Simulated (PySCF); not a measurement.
Molfile (atoms numbered from 1):
```
C2H3Si
     RDKit          3D

  6  5  0  0  0  0  0  0  0  0999 V2000
    1.6436   -0.0810   -0.3100 C   0  0  0  0  0  0  0  0  0  0  0  0
    0.4860   -0.0058    0.0312 C   0  0  0  0  0  0  0  0  0  0  0  0
   -1.1055    0.3137    0.9057 Si  0  0  0  0  0  3  0  0  0  0  0  0
    2.6338   -0.1844   -0.6754 H   0  0  0  0  0  0  0  0  0  0  0  0
   -1.9201    1.0034   -0.1428 H   0  0  0  0  0  0  0  0  0  0  0  0
   -1.7347   -1.0438    0.9426 H   0  0  0  0  0  0  0  0  0  0  0  0
  1  2  3  0
  2  3  1  0
  1  4  1  0
  3  5  1  0
  3  6  1  0
M  CHG  1   3  -1
M  END
```

Geometry: GFN2-xTB; GIAO absolute shieldings from PySCF 2.14, gas phase, non-relativistic, averaged over equivalent atoms.

At PBE0/pcSseg-1 (73 basis functions, 4.8 s wall time on 1 thread of an Intel Xeon, shared host):
```tsv
atoms	σ (ppm)
C2	70.3
C1	90.0
Si3	503.1
H5/H6	28.86
H4	29.35
```

Q: Estimate the result of repeating the calculation with B3LYP/pcSseg-1.

A: 
```tsv
atoms	σ at B3LYP/pcSseg-1	change
C2	65.1	-5.2
C1	88.3	-1.7
Si3	487.3	-15.8
H5/H6	29.02	+0.16
H4	29.50	+0.15
```

The largest change is at Si3 (silicon bonded to C, 2 H). Cost: 73 basis functions, 3.4 s wall time on 1 thread of an Arm Neoverse V1, shared host.
